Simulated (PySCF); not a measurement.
## Cl2: input and log

State: ³Πu (triplet), unpaired electrons σ ↑, π ↑, a second solution, started from another occupation.

An equivalent input (the run itself took its basis sets from the Basis Set Exchange, started from a PBE0 density and held the occupation σ 10α 9β, πx 4α 4β, πy 4α 3β):

```python
from pyscf import gto, dft
mol = gto.M(atom='Cl 0 0 0; Cl 0 0 1.987', basis={'Cl': 'def2-TZVP'},
            charge=0, spin=2, verbose=4, symmetry='C2v')
mf = dft.UKS(mol, xc='PBE0')
mf.grids.atom_grid = (80, 434)
mf.grids.prune = dft.gen_grid.treutler_prune
mf.irrep_nelec = {'A1': (10, 9), 'B1': (4, 4), 'B2': (4, 3)}
mf.conv_tol = 1e-9
mf.max_cycle = 60
mf.diis_space = 10
mf.kernel()
```

The log (some set-up lines and the per-cycle HOMO/LUMO lines removed):

```
******** <class 'pyscf.dft.uks_symm.SymAdaptedUKS'> ********
method = SymAdaptedUKS
damping factor = 0
level_shift factor = 0
DIIS = <class 'pyscf.scf.diis.CDIIS'>
diis_start_cycle = 1
diis_space = 10
diis_damp = 0
SCF conv_tol = 1e-09
SCF conv_tol_grad = None
SCF max_cycles = 60
number electrons alpha = 18  beta = 16
Set gradient conv threshold to 3.16228e-05
init E= -919.967132374297
cycle= 1 E= -919.983199587104  delta_E= -0.0161  |g|= 0.00783  |ddm|= 0.13
cycle= 2 E= -919.983225559775  delta_E= -2.6e-05  |g|= 0.00564  |ddm|= 0.0253
cycle= 3 E= -919.983235838465  delta_E= -1.03e-05  |g|= 0.000679  |ddm|= 0.00704
cycle= 4 E= -919.9832360708  delta_E= -2.32e-07  |g|= 0.000434  |ddm|= 0.000944
cycle= 5 E= -919.983236163759  delta_E= -9.3e-08  |g|= 8.45e-05  |ddm|= 0.000316
cycle= 6 E= -919.983236169263  delta_E= -5.5e-09  |g|= 1.14e-05  |ddm|= 0.000145
cycle= 7 E= -919.983236169387  delta_E= -1.24e-10  |g|= 1.52e-06  |ddm|= 1.73e-05
Extra cycle  E= -919.98323616939  delta_E= -2.5e-12  |g|= 8.83e-07  |ddm|= 2.01e-06
converged SCF energy = -919.98323616939  <S^2> = 2.0064194  2S+1 = 3.0042765
```

Repeating this along the bond gives Re = 2.364 Å and ωe = 343 cm⁻¹.

A point of this curve took 1.5 CPU seconds beside 0.31 for the integrals, on Intel Xeon Platinum 8375C @ 2.90GHz (shared host).

Counting both spins, an empty level lies below a filled one in this solution, because spin and occupation are held.
